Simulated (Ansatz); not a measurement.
# CH6Al2: two torsions

How does the energy of CH₆Al₂, SMILES [AlH2][CH2][AlH2] change over two coordinates at once? A grid of runs gives the map.

Program: Ansatz 0.2.0. Level of theory: RKS r2SCAN0-D4/def2-TZVP. These are calculated values, not measurements.

## 1. Where the work starts

SMILES `[AlH2][CH2][AlH2]`, 9 atoms, charge 0, spin multiplicity 1.

Atoms are counted from 1 here; the program's logs count them from 0.

Bond lengths: Al1–C2 1.953 Å, Al1–H4 1.603 Å, Al1–H5 1.603 Å, C2–Al3 1.953 Å, C2–H6 1.114 Å, C2–H7 1.114 Å, Al3–H8 1.603 Å, Al3–H9 1.603 Å. Angles: C2–Al1–H4 120.0°, C2–Al1–H5 120.0°, H4–Al1–H5 120.0°, Al1–C2–Al3 118.1°, Al1–C2–H6 107.0°, Al1–C2–H7 107.1°, Al3–C2–H6 107.0°, Al3–C2–H7 107.0°, H6–C2–H7 110.5°, C2–Al3–H8 120.0°, C2–Al3–H9 120.0°, H8–Al3–H9 120.0°.

Geometry (Å):

```mol
CH6Al2
  3D, bonds by distance, orders not assigned

  9  8  0  0  0  0  0  0  0  0999 V2000
   -0.7984    0.9042   -1.1972 Al  0  0
    0.6775    0.0692   -0.2283 C   0  0
    0.2591   -0.9590    1.3786 Al  0  0
   -1.5568    0.0941   -2.3540 H   0  0
   -1.2745    2.3852   -0.8103 H   0  0
    1.1823   -0.6251   -0.9377 H   0  0
    1.3705    0.8854    0.0779 H   0  0
   -0.0751   -2.5227    1.2646 H   0  0
    0.2154   -0.2313    2.8063 H   0  0
  1  2  8  0
  1  4  8  0
  1  5  8  0
  2  3  8  0
  2  6  8  0
  2  7  8  0
  3  8  8  0
  3  9  8  0
M  END
```

This geometry comes from a loose relaxation at PBE in a small basis, which is not shown.

## 2. Geometry optimisation

File input.yaml:

```yaml
crystal:
  periodic: [false, false, false]
  atoms:
    - { symbol: Al, position_ang: [-0.798384, 0.904227, -1.197194] }
    - { symbol: C, position_ang: [0.677544, 0.069203, -0.228283] }
    - { symbol: Al, position_ang: [0.259062, -0.959014, 1.378635] }
    - { symbol: H, position_ang: [-1.556846, 0.094123, -2.354028] }
    - { symbol: H, position_ang: [-1.274503, 2.385214, -0.810258] }
    - { symbol: H, position_ang: [1.182268, -0.625148, -0.937672] }
    - { symbol: H, position_ang: [1.370534, 0.885359, 0.077911] }
    - { symbol: H, position_ang: [-0.07509, -2.522695, 1.264583] }
    - { symbol: H, position_ang: [0.215416, -0.231259, 2.806296] }
basis:
  gaussian: { orbitals: def2-TZVP }
hamiltonian:
  xc: { name: r2SCAN0 }
  dispersion: d4
output:
  forces: true
relax:
  f_tol: 0.003
  max_steps: 120
```

Run with:

```console
$ ansatz run input.yaml --threads 1 --pin off --max-ram 2560MiB --backend cpu --events-out ev --progress --plain --runs-dir out
```

Log (excerpt; [...] marks lines left out):

```text
Warning: RAYON_NUM_THREADS=1 ignored (pool sized by the plan → 1); use --threads N
[...]
Functional definition: r2SCAN0
[...]
1002 factors; their error is unknown
[...]
mean field -14326.17418646 eV, -526.4771907227 hartree, gradient 1.3e-5 eV, S^2 0.000000; 0 other end points of the search recorded, 0 dependent functions left out
[...]
reference -14326.17419965 eV, -526.4771912074 hartree; 19, 19 occupied and 122, 122 virtual orbitals, 1002 factors
relax step   1: F+E_penalty+E_count = -14326.21749206 eV  Δ(F+E_penalty+E_count) = +0.000e0 eV  max|allowed force component| = 4.886e-1 eV/Å  Δτ_max = 0.0000 Å  (24 SCF iters, accepted)
[...]
relax step   4: F+E_penalty+E_count = -14326.25245637 eV  Δ(F+E_penalty+E_count) = -4.372e-5 eV  max|allowed force component| = 6.185e-3 eV/Å  Δτ_max = 0.0027 Å  (23 SCF iters, accepted)
[...]
relax step   5: F+E_penalty+E_count = -14326.25248329 eV  Δ(F+E_penalty+E_count) = -2.692e-5 eV  max|allowed force component| = 1.224e-3 eV/Å  Δτ_max = 0.0041 Å  (23 SCF iters, accepted)
1002 factors; their error is unknown
mean field -14326.20900398 eV, -526.4784702430 hartree, gradient 7.8e-6 eV, S^2 0.000000; 1 other end points of the search recorded, 0 dependent functions left out
[...]
reference -14326.20901714 eV, -526.4784707266 hartree; 19, 19 occupied and 122, 122 virtual orbitals, 1002 factors
Total energy: -14326.25249644 eV, -526.4800685616 hartree
Atom 0 at    -0.789647     0.897444    -1.188726 Å, force    -0.000596     0.000823    -0.001119 eV/Å
Atom 1 at     0.658570     0.067187    -0.221857 Å, force    -0.000536    -0.000065     0.000151 eV/Å
Atom 2 at     0.259991    -0.951449     1.367170 Å, force     0.000378    -0.000850     0.001224 eV/Å
Atom 3 at    -1.535081     0.104231    -2.336333 Å, force     0.000215    -0.000262    -0.000367 eV/Å
Atom 4 at    -1.255915     2.362110    -0.815590 Å, force     0.000400     0.000454     0.000031 eV/Å
Atom 5 at     1.158119    -0.611931    -0.918353 Å, force    -0.000186     0.000720     0.000598 eV/Å
Atom 6 at     1.342354     0.866942     0.075937 Å, force    -0.000382    -0.000785    -0.000396 eV/Å
Atom 7 at    -0.061707    -2.496362     1.259282 Å, force     0.000380    -0.000363    -0.000291 eV/Å
Atom 8 at     0.223319    -0.238163     2.778460 Å, force     0.000326     0.000329     0.000169 eV/Å
Dipole moment:     0.222595     0.022703    -0.074996 e Å
```

Wall time 48 s (1 thread of Arm Neoverse V1, shared host); peak memory 0.27 GiB.

The steps of the relaxation:

| step | energy from step 1 (eV) | largest force component (eV/Å) |
| --- | --- | --- |
| 1 | 0.0000 | 0.4886 |
| 2 | -0.0325 | 0.1270 |
| 3 | -0.0349 | 0.0125 |
| 4 | -0.0350 | 0.0062 |
| 5 | -0.0350 | 0.0012 |

Distances of close pairs at the start and the end, largest changes first:

| bond | before (Å) | after (Å) | change (Å) |
| --- | --- | --- | --- |
| C2–Al3 | 1.953 | 1.929 | -0.024 |
| Al1–C2 | 1.953 | 1.929 | -0.024 |
| Al1–H4 | 1.603 | 1.582 | -0.021 |
| Al3–H9 | 1.603 | 1.582 | -0.021 |
| Al3–H8 | 1.603 | 1.582 | -0.021 |
| Al1–H5 | 1.603 | 1.582 | -0.021 |
| C2–H7 | 1.114 | 1.094 | -0.020 |
| C2–H6 | 1.114 | 1.094 | -0.020 |

## 3. Plan of the scan

The axes are (1) dihedral Al1–C2–Al3–H8: 9 values from −180 to 140 °, periodic; (2) dihedral H4–Al1–C2–Al3: 9 values from −180 to 140 °, periodic.

Nothing else is relaxed (all other coordinates rigid). Energies count from the relaxed molecule at the same level. Points are written as (first, second).

Below, 1 of the grid's runs; all are launched alike.

## 4. The run at (−100°, −100°)

File input.yaml:

```yaml
crystal:
  periodic: [false, false, false]
  atoms:
    - { symbol: Al, position_ang: [-0.789647, 0.897444, -1.188726] }
    - { symbol: C, position_ang: [0.65857, 0.067187, -0.221857] }
    - { symbol: Al, position_ang: [0.310612, -0.684969, 1.520176] }
    - { symbol: H, position_ang: [-1.535081, 0.104231, -2.336333] }
    - { symbol: H, position_ang: [-1.255915, 2.36211, -0.81559] }
    - { symbol: H, position_ang: [1.036016, -0.744822, -0.849577] }
    - { symbol: H, position_ang: [1.43201, 0.82908, -0.090867] }
    - { symbol: H, position_ang: [0.693013, 0.124072, 2.824442] }
    - { symbol: H, position_ang: [-0.329444, -2.125668, 1.648918] }
basis:
  gaussian: { orbitals: def2-TZVP }
hamiltonian:
  xc: { name: r2SCAN0 }
  dispersion: d4
output:
  forces: true
```

Run with:

```console
$ ansatz run input.yaml --threads 1 --pin off --max-ram 2560MiB --backend cpu --events-out ev --progress --plain --runs-dir out
```

Log (excerpt; [...] marks lines left out):

```text
Warning: RAYON_NUM_THREADS=1 ignored (pool sized by the plan → 1); use --threads N
[...]
Functional definition: r2SCAN0
[...]
1002 factors; their error is unknown
[...]
mean field -14326.20351872 eV, -526.4782686636 hartree, gradient 4.5e-5 eV, S^2 0.000000; 0 other end points of the search recorded, 0 dependent functions left out
[...]
reference -14326.20353193 eV, -526.4782691489 hartree; 19, 19 occupied and 122, 122 virtual orbitals, 1002 factors
Total energy: -14326.24699242 eV, -526.4798662924 hartree
Atom 0 at    -0.789647     0.897444    -1.188726 Å, force    -0.002983    -0.030409    -0.020226 eV/Å
Atom 1 at     0.658570     0.067187    -0.221857 Å, force    -0.044772     0.009244    -0.010235 eV/Å
Atom 2 at     0.310612    -0.684969     1.520176 Å, force     0.106604    -0.010399     0.018378 eV/Å
Atom 3 at    -1.535081     0.104231    -2.336333 Å, force    -0.012462     0.006451     0.006972 eV/Å
Atom 4 at    -1.255915     2.362110    -0.815590 Å, force     0.008354     0.011906     0.000075 eV/Å
Atom 5 at     1.036016    -0.744822    -0.849577 Å, force     0.003177     0.016926    -0.012350 eV/Å
Atom 6 at     1.432010     0.829080    -0.090867 Å, force     0.012809    -0.016449     0.021150 eV/Å
Atom 7 at     0.693013     0.124072     2.824442 Å, force    -0.043407     0.008670     0.003377 eV/Å
Atom 8 at    -0.329444    -2.125668     1.648918 Å, force    -0.027319     0.004061    -0.007140 eV/Å
Dipole moment:     0.197802    -0.000967    -0.092609 e Å
```

Wall time 8.7 s (1 thread of Arm Neoverse V1, shared host); peak memory 0.27 GiB.

That is 6 meV from the zero.

## 5. Energy over the grid

53 points were computed, 28 more follow by symmetry. Energies in meV, from the relaxed molecule at the same level:

```csv
"dihedral H4–Al1–C2–Al3 (°) ↓, dihedral Al1–C2–Al3–H8 (°) →",−180,−140,−100,−60,−20,20,60,100,140
140,187,147,64,76,160,180,99,55,118
100,99,64,9,26,85,90,31,6,57
60,134,76,26,67,133,113,42,34,105
20,238,160,85,133,229,212,111,93,186
−20,238,180,90,113,212,224,127,84,164
−60,133,99,31,42,111,127,60,23,77
−100,99,55,6,34,93,84,23,8,67
−140,189,118,57,105,186,164,77,67,151
−180,258,187,99,134,238,238,133,99,189
```

The largest force on an atom (eV/Å) at each point:

| dihedral H4–Al1–C2–Al3 (°) ↓, dihedral Al1–C2–Al3–H8 (°) → | −180 | −140 | −100 | −60 | −20 | 20 | 60 | 100 | 140 |
| --- | --- | --- | --- | --- | --- | --- | --- | --- | --- |
| 140 | 0.53 | 0.64 | 0.49 | 0.28 | 0.41 | 0.58 | 0.58 | 0.37 | 0.30 |
| 100 | 0.50 | 0.49 | 0.19 | 0.23 | 0.46 | 0.49 | 0.34 | 0.11 | 0.34 |
| 60 | 0.49 | 0.28 | 0.23 | 0.53 | 0.59 | 0.39 | 0.15 | 0.39 | 0.56 |
| 20 | 0.51 | 0.41 | 0.46 | 0.59 | 0.59 | 0.45 | 0.41 | 0.53 | 0.58 |
| −20 | 0.51 | 0.58 | 0.49 | 0.39 | 0.45 | 0.53 | 0.54 | 0.44 | 0.38 |
| −60 | 0.50 | 0.58 | 0.34 | 0.15 | 0.41 | 0.54 | 0.47 | 0.18 | 0.26 |
| −100 | 0.50 | 0.37 | 0.11 | 0.39 | 0.53 | 0.44 | 0.18 | 0.20 | 0.46 |
| −140 | 0.48 | 0.30 | 0.34 | 0.56 | 0.58 | 0.38 | 0.26 | 0.46 | 0.57 |
| −180 | 0.52 | 0.53 | 0.50 | 0.49 | 0.51 | 0.51 | 0.50 | 0.50 | 0.48 |

Energy (meV) at eleven even steps along the easiest path on the interpolated surface, from (−100°, −100°): 3, 8, 32, 56, 84, 96, 90, 67, 43, 13, 2.

## 6. Outcome

```
                       quantity                                                                      value
                   lowest point                                                      (−100°, −100°), 6 meV
         highest computed point                                   (−180°, −180°), 252 meV above the lowest
largest force on an atom (eV/Å)  0.11 at (−100°, −100°) to 0.64 at (−140°, 140°); 0.11 at the lowest point
        time for the whole task                                           9.1 min on 1 thread, shared host
```

What this shows: The lowest computed point is at (−100°, −100°), 6 meV from the relaxed molecule at the same level; the map holds 4 wells of about this depth. The grid shows no other well, apart from its symmetry copies. The highest computed point, (−180°, −180°), lies 252 meV above the lowest. On the interpolated surface the easiest way out of the lowest well to the well at (100°, −100°) passes a barrier of about 93 meV. Round the minimum the valley is somewhat tilted: raising dihedral Al1–C2–Al3–H8 shifts the best value of dihedral H4–Al1–C2–Al3 upwards (coupling k₁₂/√(k₁₁k₂₂) about −0.3).
